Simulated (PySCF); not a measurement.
Trends in electronic spectra. Level of theory: TDDFT CAM-B3LYP/def2-SVPD, vertical, gas phase, core orbitals frozen in the response (PySCF 2.14.0, density-fitted response routines). Geometries: PBE0-D3(BJ)/def2-SVP; one conformer of each isolated species. Triplets are in the Tamm–Dancoff approximation. Relativistic effects are left out although some hold elements past zinc.

Question: Rank by computed lowest singlet excitation energy, lowest first.
A. `[SiH3][SiH](CCl)[SiH3]`
B. `[GeH2]([C](F)(F)F)[C](F)(F)F`
C. `[Na][Na]`
D. `CC/C=C\F`
E. `C[C]([GeH2][SH])(C)C`
F. `FC(F)[SiH2][Se][SiH3]`

Answer: C (2.09 eV), F (5.59 eV), E (5.87 eV), A (6.36 eV), D (6.87 eV), B (8.68 eV).

```tsv
SMILES	S1 (eV)	first f ≥ 0.01 (nm)	gap (eV)	HOMO (eV)	LUMO (eV)	α (au)	S1 mainly
[Na][Na]	2.09	592	3.58	-4.34	-0.76	234.5	H→L (100%)
FC(F)[SiH2][Se][SiH3]	5.59	222	8.81	-8.53	0.28	97.3	H→L (96%)
C[C](C)(C)[GeH2][SH]	5.87	210	9.16	-8.34	0.82	102.9	H→L+1 (35%)
[SiH3][SiH]([SiH3])CCl	6.36	195	9.58	-9.17	0.41	116.8	H→L (78%)
CC/C=C\F	6.87	181	9.93	-8.64	1.29	51.9	H→L (55%)
[H][Ge]([H])([C](F)(F)F)[C](F)(F)F	8.68	141	11.87	-11.20	0.67	59.8	H→L+2 (42%)
```

H and L stand for HOMO and LUMO.

Without π bonds the low states are Rydberg-like; a valence basis with one diffuse set may place them up to an eV too high.
